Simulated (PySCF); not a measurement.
# Name the molecule from its bond curve

A diatomic of charge +1 contains Cl. Its doublet curve at PBE in a double-zeta basis (no relativity, PySCF), in eV from the separated fragments:

```
R (Å)  E (eV)
1.142  -4.169
1.195  -4.538
1.248  -4.755
1.288  -4.842
1.328  -4.878
1.368  -4.872
1.421  -4.814
1.487  -4.682
1.567  -4.468
1.673  -4.128
```

The fit gives ωe = 2586 cm⁻¹ and the rotational constant Bₑ = 9.565 cm⁻¹.

**Question.** Which atom is the partner?

**Answer.** The minimum lies at 1.341 Å, so the reduced mass is 16.8576 u Å² cm⁻¹/(Bₑ·Re²) = 0.9801 u. With Cl at 34.97 u the partner weighs about 1.0 u: H. The molecule is HCl⁺.

The state is the lowest determinant that a PBE0 search found; another state may lie lower at other levels.
